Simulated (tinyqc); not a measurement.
Worked calculation (part 2 of 2): UKS/LDA (VWN5) in the sto-3g basis, for LiH+, spin multiplicity 2. Computed by tinyqc, a small Python program that keeps every step (integrals from PySCF). Command: `OMP_NUM_THREADS=1 python tinyqc.py 28319 28320 out.jsonl` (the two numbers bound the seeds that draw the settings). One thread of a shared host (Intel(R) Xeon(R) Processor @ 2.60GHz), about 1 s of CPU time with the checks.

Geometry (angstrom):
```
atom         x         y         z
Li    0.000000  0.000000  0.000000
H     0.000000  0.000000  1.741000
```

## Iteration 2: diagonalisation and new density

F(alpha) (hartree), order 1Li 1s, 1Li 2s, 1Li 2px, 1Li 2py, 1Li 2pz, 2H 1s:
$$\begin{pmatrix}
-2.052175 & -0.584001 & 0.000024 & 0.000026 & -0.004241 & -0.126033 \\
-0.584001 & -0.449611 & -0.000568 & -0.000703 & -0.084442 & -0.273272 \\
0.000024 & -0.000568 & -0.198164 & -0.000305 & -0.000719 & -0.000082 \\
0.000026 & -0.000703 & -0.000305 & -0.198154 & -0.000749 & -0.000094 \\
-0.004241 & -0.084442 & -0.000719 & -0.000749 & -0.274156 & -0.328309 \\
-0.126033 & -0.273272 & -0.000082 & -0.000094 & -0.328309 & -0.534260
\end{pmatrix}$$

F(beta) (hartree), order 1Li 1s, 1Li 2s, 1Li 2px, 1Li 2py, 1Li 2pz, 2H 1s:
$$\begin{pmatrix}
-2.049845 & -0.581618 & 0.000119 & 0.000124 & -0.001931 & -0.124610 \\
-0.581618 & -0.421938 & 0.000244 & 0.000165 & -0.054237 & -0.225556 \\
0.000119 & 0.000244 & -0.179297 & -0.000273 & -0.000372 & 0.000105 \\
0.000124 & 0.000165 & -0.000273 & -0.179282 & -0.000375 & 0.000107 \\
-0.001931 & -0.054237 & -0.000372 & -0.000375 & -0.229332 & -0.252540 \\
-0.124610 & -0.225556 & 0.000105 & 0.000107 & -0.252540 & -0.293966
\end{pmatrix}$$

X, order 1Li 1s, 1Li 2s, 1Li 2px, 1Li 2py, 1Li 2pz, 2H 1s:
$$\begin{pmatrix}
1.023271 & -0.130238 & 0.000000 & 0.000000 & -0.006670 & 0.013352 \\
-0.130238 & 1.092480 & 0.000000 & 0.000000 & 0.092053 & -0.241818 \\
0.000000 & 0.000000 & 1.000000 & 0.000000 & 0.000000 & 0.000000 \\
0.000000 & 0.000000 & 0.000000 & 1.000000 & 0.000000 & 0.000000 \\
-0.006670 & 0.092053 & 0.000000 & 0.000000 & 1.121578 & -0.320349 \\
0.013352 & -0.241818 & 0.000000 & 0.000000 & -0.320349 & 1.189433
\end{pmatrix}$$

Diagonalise F' = X^T F X, C = X C', fill 2 alpha and 1 beta electrons from the bottom; D(s) = C_occ C_occ^T. Each column has its largest component positive (the first on a tie).

F' = X^T F X (alpha) (hartree):
$$\begin{pmatrix}
-2.003400 & -0.304302 & 0.000102 & 0.000122 & -0.000296 & -0.014209 \\
-0.304302 & -0.304622 & -0.000670 & -0.000817 & -0.014010 & -0.124088 \\
0.000102 & -0.000670 & -0.198164 & -0.000305 & -0.000832 & 0.000271 \\
0.000122 & -0.000817 & -0.000305 & -0.198154 & -0.000875 & 0.000298 \\
-0.000296 & -0.014010 & -0.000832 & -0.000875 & -0.168757 & -0.185295 \\
-0.014209 & -0.124088 & 0.000271 & 0.000298 & -0.185295 & -0.416522
\end{pmatrix}$$

orbital energies (alpha) (hartree): MO1 -2.057049, MO2 -0.556635, MO3 -0.221829, MO4 -0.198465, MO5 -0.197854, MO6 -0.057787

coefficients C (alpha), order 1Li 1s, 1Li 2s, 1Li 2px, 1Li 2py, 1Li 2pz, 2H 1s:
$$\begin{pmatrix}
0.985452 & -0.117658 & -0.269184 & 0.005684 & 0.001001 & -0.082562 \\
0.055305 & 0.217090 & 0.997250 & -0.018934 & -0.003599 & 0.482036 \\
0.000006 & 0.000986 & 0.014243 & 0.714362 & -0.699595 & -0.007075 \\
0.000010 & 0.001115 & 0.019332 & 0.699295 & 0.714529 & -0.007695 \\
0.006304 & 0.226687 & -0.301689 & 0.018380 & 0.001747 & 1.107382 \\
-0.003581 & 0.783855 & -0.304610 & -0.003674 & 0.000576 & -0.932086
\end{pmatrix}$$

F' = X^T F X (beta) (hartree):
$$\begin{pmatrix}
-2.001200 & -0.304952 & 0.000094 & 0.000109 & -0.000680 & -0.016174 \\
-0.304952 & -0.280275 & 0.000192 & 0.000104 & 0.008416 & -0.134141 \\
0.000094 & 0.000192 & -0.179297 & -0.000273 & -0.000429 & 0.000186 \\
0.000109 & 0.000104 & -0.000273 & -0.179282 & -0.000440 & 0.000209 \\
-0.000680 & 0.008416 & -0.000429 & -0.000440 & -0.138532 & -0.184857 \\
-0.016174 & -0.134141 & 0.000186 & 0.000209 & -0.184857 & -0.150846
\end{pmatrix}$$

orbital energies (beta) (hartree): MO1 -2.054434, MO2 -0.385139, MO3 -0.204643, MO4 -0.179555, MO5 -0.179016, MO6 0.073357

coefficients C (beta), order 1Li 1s, 1Li 2s, 1Li 2px, 1Li 2py, 1Li 2pz, 2H 1s:
$$\begin{pmatrix}
0.986013 & -0.171444 & -0.230390 & -0.004330 & 0.000382 & 0.097758 \\
0.053548 & 0.468592 & 0.845506 & 0.016724 & -0.001337 & -0.582938 \\
-0.000068 & -0.000031 & -0.014298 & 0.715511 & -0.698454 & 0.001360 \\
-0.000069 & 0.000153 & -0.011683 & 0.698357 & 0.715653 & 0.001567 \\
0.004346 & 0.384532 & -0.543060 & -0.008031 & 0.000997 & -0.962400 \\
-0.004213 & 0.526419 & -0.208428 & -0.006196 & 0.000078 & 1.120452
\end{pmatrix}$$

D(alpha) after iteration 2, order 1Li 1s, 1Li 2s, 1Li 2px, 1Li 2py, 1Li 2pz, 2H 1s:
$$\begin{pmatrix}
0.984959 & 0.028958 & -0.000110 & -0.000122 & -0.020459 & -0.095756 \\
0.028958 & 0.050187 & 0.000214 & 0.000243 & 0.049560 & 0.169969 \\
-0.000110 & 0.000214 & 0.000001 & 0.000001 & 0.000224 & 0.000773 \\
-0.000122 & 0.000243 & 0.000001 & 0.000001 & 0.000253 & 0.000874 \\
-0.020459 & 0.049560 & 0.000224 & 0.000253 & 0.051427 & 0.177667 \\
-0.095756 & 0.169969 & 0.000773 & 0.000874 & 0.177667 & 0.614441
\end{pmatrix}$$

D(beta) after iteration 2, order 1Li 1s, 1Li 2s, 1Li 2px, 1Li 2py, 1Li 2pz, 2H 1s:
$$\begin{pmatrix}
0.972221 & 0.052799 & -0.000067 & -0.000068 & 0.004286 & -0.004154 \\
0.052799 & 0.002867 & -0.000004 & -0.000004 & 0.000233 & -0.000226 \\
-0.000067 & -0.000004 & 0.000000 & 0.000000 & 0.000000 & 0.000000 \\
-0.000068 & -0.000004 & 0.000000 & 0.000000 & 0.000000 & 0.000000 \\
0.004286 & 0.000233 & 0.000000 & 0.000000 & 0.000019 & -0.000018 \\
-0.004154 & -0.000226 & 0.000000 & 0.000000 & -0.000018 & 0.000018
\end{pmatrix}$$

## Iteration 8 (converged): orbitals

converged F(alpha) (hartree), order 1Li 1s, 1Li 2s, 1Li 2px, 1Li 2py, 1Li 2pz, 2H 1s:
$$\begin{pmatrix}
-2.090341 & -0.589202 & 0.000000 & 0.000000 & -0.003752 & -0.126934 \\
-0.589202 & -0.454629 & 0.000000 & 0.000000 & -0.078910 & -0.272212 \\
0.000000 & 0.000000 & -0.202958 & 0.000000 & 0.000000 & 0.000000 \\
0.000000 & 0.000000 & 0.000000 & -0.202958 & 0.000000 & 0.000000 \\
-0.003752 & -0.078910 & 0.000000 & 0.000000 & -0.279382 & -0.326161 \\
-0.126934 & -0.272212 & 0.000000 & 0.000000 & -0.326161 & -0.527893
\end{pmatrix}$$

converged F(beta) (hartree), order 1Li 1s, 1Li 2s, 1Li 2px, 1Li 2py, 1Li 2pz, 2H 1s:
$$\begin{pmatrix}
-2.087347 & -0.587101 & 0.000000 & 0.000000 & -0.001749 & -0.125635 \\
-0.587101 & -0.430646 & 0.000000 & 0.000000 & -0.051563 & -0.226459 \\
0.000000 & 0.000000 & -0.187662 & 0.000000 & 0.000000 & 0.000000 \\
0.000000 & 0.000000 & 0.000000 & -0.187662 & 0.000000 & 0.000000 \\
-0.001749 & -0.051563 & 0.000000 & 0.000000 & -0.238320 & -0.252845 \\
-0.125635 & -0.226459 & 0.000000 & 0.000000 & -0.252845 & -0.288306
\end{pmatrix}$$

As before.

F' = X^T F X (alpha) (hartree):
$$\begin{pmatrix}
-2.042085 & -0.304202 & 0.000000 & 0.000000 & -0.000330 & -0.014714 \\
-0.304202 & -0.309061 & 0.000000 & 0.000000 & -0.008819 & -0.124670 \\
0.000000 & 0.000000 & -0.202958 & 0.000000 & 0.000000 & 0.000000 \\
0.000000 & 0.000000 & 0.000000 & -0.202958 & 0.000000 & 0.000000 \\
-0.000330 & -0.008819 & 0.000000 & 0.000000 & -0.175190 & -0.184104 \\
-0.014714 & -0.124670 & 0.000000 & 0.000000 & -0.184104 & -0.409738
\end{pmatrix}$$

orbital energies (alpha) (hartree): MO1 -2.094698, MO2 -0.551701, MO3 -0.230449, MO4 -0.202958, MO5 -0.202958, MO6 -0.059227

coefficients C (alpha), order 1Li 1s, 1Li 2s, 1Li 2px, 1Li 2py, 1Li 2pz, 2H 1s:
$$\begin{pmatrix}
0.986451 & -0.117495 & -0.263661 & 0.000000 & 0.000000 & -0.088662 \\
0.051796 & 0.224393 & 0.981943 & 0.000000 & 0.000000 & 0.510076 \\
0.000000 & 0.000000 & 0.000000 & 0.663129 & 0.748505 & 0.000000 \\
0.000000 & 0.000000 & 0.000000 & 0.748505 & -0.663129 & 0.000000 \\
0.005515 & 0.232216 & -0.335644 & 0.000000 & 0.000000 & 1.096570 \\
-0.003234 & 0.776799 & -0.279871 & 0.000000 & 0.000000 & -0.945660
\end{pmatrix}$$

F' = X^T F X (beta) (hartree):
$$\begin{pmatrix}
-2.039176 & -0.304772 & 0.000000 & 0.000000 & -0.000690 & -0.016569 \\
-0.304772 & -0.288530 & 0.000000 & 0.000000 & 0.010779 & -0.135499 \\
0.000000 & 0.000000 & -0.187662 & 0.000000 & 0.000000 & 0.000000 \\
0.000000 & 0.000000 & 0.000000 & -0.187662 & 0.000000 & 0.000000 \\
-0.000690 & 0.010779 & 0.000000 & 0.000000 & -0.148510 & -0.184996 \\
-0.016569 & -0.135499 & 0.000000 & 0.000000 & -0.184996 & -0.143111
\end{pmatrix}$$

orbital energies (beta) (hartree): MO1 -2.091502, MO2 -0.386607, MO3 -0.215401, MO4 -0.187662, MO5 -0.187662, MO6 0.074184

coefficients C (beta), order 1Li 1s, 1Li 2s, 1Li 2px, 1Li 2py, 1Li 2pz, 2H 1s:
$$\begin{pmatrix}
0.986863 & -0.173907 & -0.225005 & 0.000000 & 0.000000 & 0.097467 \\
0.050536 & 0.488092 & 0.831756 & 0.000000 & 0.000000 & -0.587212 \\
0.000000 & 0.000000 & 0.000000 & 0.482401 & 0.875951 & 0.000000 \\
0.000000 & 0.000000 & 0.000000 & 0.875951 & -0.482401 & 0.000000 \\
0.003934 & 0.392323 & -0.561117 & 0.000000 & 0.000000 & -0.948838 \\
-0.003896 & 0.506615 & -0.199415 & 0.000000 & 0.000000 & 1.131188
\end{pmatrix}$$

D(alpha) after iteration 8, order 1Li 1s, 1Li 2s, 1Li 2px, 1Li 2py, 1Li 2pz, 2H 1s:
$$\begin{pmatrix}
0.986891 & 0.024730 & 0.000000 & 0.000000 & -0.021844 & -0.094460 \\
0.024730 & 0.053035 & 0.000000 & 0.000000 & 0.052393 & 0.174141 \\
0.000000 & 0.000000 & 0.000000 & 0.000000 & 0.000000 & 0.000000 \\
0.000000 & 0.000000 & 0.000000 & 0.000000 & 0.000000 & 0.000000 \\
-0.021844 & 0.052393 & 0.000000 & 0.000000 & 0.053955 & 0.180368 \\
-0.094460 & 0.174141 & 0.000000 & 0.000000 & 0.180368 & 0.603428
\end{pmatrix}$$

D(beta) after iteration 8, order 1Li 1s, 1Li 2s, 1Li 2px, 1Li 2py, 1Li 2pz, 2H 1s:
$$\begin{pmatrix}
0.973898 & 0.049872 & 0.000000 & 0.000000 & 0.003882 & -0.003845 \\
0.049872 & 0.002554 & 0.000000 & 0.000000 & 0.000199 & -0.000197 \\
0.000000 & 0.000000 & 0.000000 & 0.000000 & 0.000000 & 0.000000 \\
0.000000 & 0.000000 & 0.000000 & 0.000000 & 0.000000 & 0.000000 \\
0.003882 & 0.000199 & 0.000000 & 0.000000 & 0.000015 & -0.000015 \\
-0.003845 & -0.000197 & 0.000000 & 0.000000 & -0.000015 & 0.000015
\end{pmatrix}$$

Within a degenerate level the vectors are fixed only up to a rotation; this is one choice.

## Convergence

Stop when the energy changes by less than 1e-09 hartree and every element of the error matrix X^T (F D S - S D F) X (for each spin) is below 9e-06.

Course of the cycle:
```
iteration  E (hartree)     change  largest element of the error matrix
1          -3.72687673          -                             1.14e+00
2          -7.48227746  -3.76e+00                             1.29e-01
3          -7.49922627  -1.69e-02                             5.53e-03
4          -7.49928702  -6.07e-05                             5.62e-04
5          -7.49928826  -1.24e-06                             1.01e-04
6          -7.49928829  -3.59e-08                             1.76e-05
7          -7.49928829  -1.08e-09                             3.06e-06
8          -7.49928829  -3.24e-11                             5.31e-07
```

PySCF UKS in the same basis, fine grid, after a stability check = -7.50391239 hartree

Converged in 8 iterations. The coarse grid moves the energy by +4.62e-03 hartree.

## Populations, bond orders and dipole

overlap S, order 1Li 1s, 1Li 2s, 1Li 2px, 1Li 2py, 1Li 2pz, 2H 1s:
$$\begin{pmatrix}
1.000000 & 0.241137 & 0.000000 & 0.000000 & 0.000000 & 0.049121 \\
0.241137 & 1.000000 & 0.000000 & 0.000000 & 0.000000 & 0.360274 \\
0.000000 & 0.000000 & 1.000000 & 0.000000 & 0.000000 & 0.000000 \\
0.000000 & 0.000000 & 0.000000 & 1.000000 & 0.000000 & 0.000000 \\
0.000000 & 0.000000 & 0.000000 & 0.000000 & 1.000000 & 0.483924 \\
0.049121 & 0.360274 & 0.000000 & 0.000000 & 0.483924 & 1.000000
\end{pmatrix}$$

Mulliken: Z minus the diagonal of D S on the atom; Loewdin: the same with S^(1/2) D S^(1/2); Mayer order: 2 sum_s sum (D(s) S)_ij (D(s) S)_ji over the two atoms.

Charges (e):
```
atom  Mulliken   Loewdin  Mulliken spin
1Li   0.748558  0.700884       0.250938
2H    0.251442  0.299116       0.749062
```

Mayer bond orders:
```
pair     order
2-1   0.375683
```

dipole moment about the origin, x y z (debye): [0.000000, 0.000000, 0.728722]

<S^2> of the determinant (pure state: 0.75) = 0.750001
